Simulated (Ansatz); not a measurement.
# A ladder of methods for BH5S (SMILES [H]B([H])([H])<-S)

The species is BH5S (7 atoms), meant as a singlet with charge 0. SMILES: `[H]B([H])([H])<-S`. The coordinates come from a GFN2-xTB relaxation.

```xyz
7

B     0.1276   -0.2172   -0.8171
S     0.1341   -0.2313    1.2224
H     0.5062    1.0375    1.4150
H    -1.1544    0.0677    1.4148
H     1.2802   -0.2170   -1.0756
H    -0.4530    0.7796   -1.0818
H    -0.4407   -1.2192   -1.0778
```

Quantity: the energy change with the B1–S2 bond stretched from 2.040 to 3.059 Å, in eV. The values are calculated.

```
                        level                    kind  program  value (eV)  less FCI/STO-3G  CPU time (all runs)
     BLYP/STO-3G (restricted)                     GGA   Ansatz        1.58            -0.03                  2 s
   r2SCAN/STO-3G (restricted)                meta-GGA   Ansatz        1.79            +0.18                4.5 s
  r2SCAN0/STO-3G (restricted)         hybrid meta-GGA   Ansatz        1.82            +0.21                4.6 s
CAM-B3LYP/STO-3G (restricted)  range-separated hybrid   Ansatz        1.75            +0.14                2.3 s
   B2PLYP/STO-3G (restricted)           double hybrid   Ansatz        1.65            +0.04                  3 s
  RPA@PBE/STO-3G (restricted)                     RPA   Ansatz        1.68            +0.07                3.1 s
      MP2/STO-3G (restricted)     perturbation theory   Ansatz        1.58            -0.03               0.17 s
     CCSD/STO-3G (restricted)   coupled cluster or CI   Ansatz        1.60            -0.01               0.24 s
                   FCI/STO-3G      exact in the basis   Ansatz        1.61             0.00                 23 s
```

FCI/STO-3G is exact within its basis and frozen core, so for wave-function methods in that basis the difference is their error; functionals converge differently with the basis, so for them it is only a difference. The first shape isn't each level's own minimum. The values span 1.58 to 1.82 eV. All rows use very small basis sets, so even the best lies far from the true value. Times are those of the runs behind each value, whatever else they computed, on shared processors of several kinds: orders of magnitude only.
